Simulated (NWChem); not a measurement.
**Ionisation of F4Si**

```
Si
F 1 1.5862
F 1 1.5862 2 109.47
F 1 1.5862 2 109.47 3 -120.00
F 1 1.5862 2 109.47 3 120.00
```
Charge 0, spin multiplicity 1.

The numbers come from NWChem runs, not from measurements. Structure: optimised with PBE0/def2-SVP, a minimum by its harmonic frequencies.

Basis set: def2-TZVP. −ε marks an orbital energy of the parent.

B3LYP has NWChem's definition, with VWN1-RPA local correlation. The structure started from a generated list of species.

Order these methods by the first vertical ionisation energy they give, lowest first: −ε(HOMO) of BHandHLYP, −ε(HOMO) of PBE, −ε(HOMO) of B3LYP, −ε(HOMO) of HF, −ε(HOMO) of r2SCAN.

−ε(HOMO) of PBE (10.58 eV), −ε(HOMO) of r2SCAN (11.14 eV), −ε(HOMO) of B3LYP (12.44 eV), −ε(HOMO) of BHandHLYP (14.93 eV), −ε(HOMO) of HF (18.47 eV)
